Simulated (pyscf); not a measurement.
5 gas-phase steps of one pattern: four-centre exchange on the singlet surface, C–F + H–Si broken and C–H + F–Si formed. PySCF, gas phase, ωB97X-D3(BJ)/def2-SVP geometries. Electronic energies in kcal/mol, from the separated reactants; ΔE‡ and ΔE at ωB97M-D3(BJ)/def2-TZVP. Rows were drawn at random from the steps of this pattern with a verified saddle, stable references and no exit in the data more than 5 kcal/mol lower.

```csv
row,step,ΔE,ΔE‡
1,SiH₄ + F–CH₂–SiH₃ → F–SiH₃ + H₃C–SiH₃,-56.9,57.0
2,H₃Si–O–SiH₂–O–SiH₃ + F–CH₂–F → F–SiH(O–SiH₃)–O–SiH₃ + H₃C–F,-50.3,?
3,cyclic H₆O₃Si₃ (SMILES O1[SiH2]O[SiH2]O[SiH2]1) + F–CH₂–F → cyclic H₅FO₃Si₃ (SMILES F[SiH]1O[SiH2]O[SiH2]O1) + H₃C–F,-50.1,65.8
4,F–SiH₂–O–SiH₃ + F–CH₂–F → F–SiH(F)–O–SiH₃ + H₃C–F,-49.6,63.7
5,H₃Si–O–SiH₃ + F–CH₂–F → F–SiH₂–O–SiH₃ + H₃C–F,-47.3,66.9
```

Problem. Fit ΔE‡ = a + b·ΔE to the other rows and predict row 2.

Solution. Over the 4 complete rows the means are -51.0 (ΔE) and 63.4 (ΔE‡); least squares gives b = 1.04 and a = 116.4 kcal/mol, with residuals of 1.0 kcal/mol (root mean square; largest 1.5, row 3). For row 2: 116.4 + 1.04 × (-50.3) = 64.1 kcal/mol. The computed barrier is 65.9 kcal/mol, 1.8 over the line. The line follows the complete rows closely. Each barrier is that of the saddle found.
